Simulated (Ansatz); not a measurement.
in.yaml

```yaml
crystal:
  periodic: [false, false, false]
  atoms:
    - {symbol: Si, position_ang: [0.000000, 0.000000, 0.101712]}
    - {symbol: B, position_ang: [0.000000, 0.000000, -1.719288]}
    - {symbol: H, position_ang: [0.000000, 0.000000, 1.617577]}
basis:
  gaussian: {orbitals: cc-pVDZ}
magnetization: {spin_polarized: true, initial_magnetization: 0}
correlation: {method: ccsdt_q, electrons: outside_noble_gas}
```

```sh
$ ansatz run in.yaml --threads 1 --pin off --events-out ev --progress --plain --max-ram 2393MiB
```

Question: Roughly how long does this take on 1 thread of Arm Neoverse V1, shared host, and how much host memory?

Answer: 34 s wall and 0.25 GiB.

```
663 factors; integrals over basis functions are off by at most 1.4e-7 eV
mean field evaluation 1: about -8541.8457 eV, gradient 6.1e0 eV
mean field evaluation 2: about -8541.8676 eV, gradient 6.2e0 eV
mean field evaluation 4: about -8542.3753 eV, gradient 1.1e0 eV
mean field evaluation 8: about -8542.4126 eV, gradient 2.3e-1 eV
mean field evaluation 16: about -8542.6131 eV, gradient 1.3e0 eV
mean field evaluation 32: about -8543.5638 eV, gradient 1.6e-3 eV
mean field evaluation 64: about -8542.8474 eV, gradient 1.6e0 eV
mean field evaluation 96: about -8542.4030 eV, gradient 5.3e-1 eV
mean field evaluation 128: about -8543.4350 eV, gradient 6.0e-6 eV
mean field evaluation 160: about -8543.5665 eV, gradient 2.3e-2 eV
...
cycle  36  -4.70455547 eV  change    3.9e-7 eV  update   3.1e-7
cycle  37  -4.70455520 eV  change    2.7e-7 eV  update   2.1e-7
cycle  38  -4.70455495 eV  change    2.5e-7 eV  update   1.3e-7
cycle  39  -4.70455484 eV  change    1.1e-7 eV  update   1.0e-7
cycle  40  -4.70455480 eV  change    3.9e-8 eV  update   1.2e-7
cycle   1  -4.70455471 eV  update   1.6e-7
cycle   2  -4.70455459 eV  change    1.2e-7 eV  update   1.3e-7
cycle   3  -4.70455441 eV  change    1.8e-7 eV  update   1.1e-7
cycle   4  -4.70455408 eV  change    3.3e-7 eV  update   9.6e-8
cycle   5  -4.70455384 eV  change    2.4e-7 eV  update   7.5e-8
perturbative correction -0.07985536 eV, -0.0029346304 hartree
WARN: the results are in doubt because among natural orbitals full CI differs from the method by +0.607 eV
Total energy: -8548.72672361 eV, -314.1599125577 hartree
In doubt: among natural orbitals full CI differs from the method by +0.607 eV
```
